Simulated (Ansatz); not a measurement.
The input, for Ansatz 0.2.0:

```yaml
crystal:
  periodic: [false, false, false]
  atoms:
    - {symbol: In, position_ang: [0.000000, 0.019061, -0.043034]}
    - {symbol: H, position_ang: [0.000000, -1.931748, -0.309551]}
    - {symbol: H, position_ang: [0.430306, -0.119778, 2.605867]}
    - {symbol: H, position_ang: [-0.430306, -0.119778, 2.605867]}
basis:
  gaussian: {orbitals: def2-SVP}
magnetization: {spin_polarized: false, initial_magnetization: 2}
correlation: {method: ccsd_t, electrons: outside_noble_gas}
output: {forces: true}
```

```sh
$ ansatz run in.yaml --threads 1 --pin off --events-out ev --progress --plain --max-ram 2393MiB
```

(1) Roughly how long does this take on 1 thread of Arm Neoverse V2, shared host, and how much host memory?

```
494 factors; integrals over basis functions are off by at most 6.0e-4 eV
mean field evaluation 1: about -5192.0684 eV, gradient 6.3e0 eV
mean field evaluation 2: about -5192.0906 eV, gradient 6.3e0 eV
mean field evaluation 4: about -5192.6770 eV, gradient 1.1e0 eV
mean field evaluation 8: about -5192.7351 eV, gradient 5.2e-1 eV
mean field evaluation 16: about -5192.7588 eV, gradient 1.7e-6 eV
mean field evaluation 32: about -5191.9285 eV, gradient 1.6e-5 eV
mean field evaluation 64: about -5191.9285 eV, gradient 8.9e-3 eV
mean field evaluation 96: about -5190.0981 eV, gradient 1.5e0 eV
mean field evaluation 128: about -5190.0483 eV, gradient 2.0e0 eV
mean field evaluation 160: about -5190.1636 eV, gradient 2.5e0 eV
mean field -5192.75884917 eV, -190.8303679286 hartree, gradient 1.7e-6 eV, S^2 2.000000; 7 other end points of the search recorded, 0 dependent functions left out
mean field evaluation 192: about -5192.1108 eV, gradient 2.0e-4 eV
determinant -5192.75884917 eV, -190.8303679286 hartree, with singles and doubles -5195.21792621 eV, -190.9207373432 hartree
determinant -5191.92850689 eV, -190.7998534128 hartree, with singles and doubles -5194.43099357 eV, -190.8918181021 hartree
determinant -5190.04653978 eV, -190.7306923969 hartree, with singles and doubles -5192.38183966 eV, -190.8165130847 hartree
9 core orbitals not correlated: weight in the atoms' cores, before any rotation towards them, 0.999 or more for the frozen orbitals, at most 0.001 for the correlated occupied ones
reference -5192.75884917 eV, -190.8303679286 hartree; 4, 2 occupied and 28, 30 virtual orbitals, 494 factors
second order -1.71338974 eV of doubles, -0.04565419 eV of singles
cycle   1  -2.42689701 eV  change   -8.8e-2 eV  update   1.7e-2
cycle   2  -2.43164999 eV  change   -4.8e-3 eV  update   5.8e-3
cycle   3  -2.43672517 eV  change   -5.1e-3 eV  update   2.5e-3
cycle   4  -2.43860426 eV  change   -1.9e-3 eV  update   1.1e-3
cycle   5  -2.43904907 eV  change   -4.4e-4 eV  update   4.6e-4
cycle   6  -2.43918272 eV  change   -1.3e-4 eV  update   1.8e-4
cycle   7  -2.43925608 eV  change   -7.3e-5 eV  update   7.0e-5
cycle   8  -2.43928431 eV  change   -2.8e-5 eV  update   2.9e-5
cycle   9  -2.43929332 eV  change   -9.0e-6 eV  update   9.5e-6
cycle  10  -2.43929556 eV  change   -2.2e-6 eV  update   3.0e-6
cycle  11  -2.43929532 eV  change    2.4e-7 eV  update   1.2e-6
cycle  12  -2.43929527 eV  change    4.7e-8 eV  update   5.0e-7
cycle  13  -2.43929532 eV  change   -5.5e-8 eV  update   2.0e-7
perturbative correction -0.03835716 eV, -0.0014095997 hartree
the calculation of the forces begins
Total energy: -5195.23650166 eV, -190.9214199781 hartree
Atom 0 at     0.000000     0.019061    -0.043034 Å, force     0.000000    -0.939318    -0.146031 eV/Å
Atom 1 at     0.000000    -1.931748    -0.309551 Å, force     0.000000     0.949295     0.143024 eV/Å
Atom 2 at     0.430306    -0.119778     2.605867 Å, force    -2.373151    -0.004988     0.001504 eV/Å
Atom 3 at    -0.430306    -0.119778     2.605867 Å, force     2.373151    -0.004988     0.001504 eV/Å
Dipole moment:    -0.000000     0.134631     0.105953 e Å
```

Forces (eV/Å):
```
In   0.000 -0.939 -0.146
H    0.000  0.949  0.143
H   -2.373 -0.005  0.002
H    2.373 -0.005  0.002
```

For the same geometry and basis full CI lies 12.4 meV lower.

Results:

(1) 2.2 s wall and 0.12 GiB.
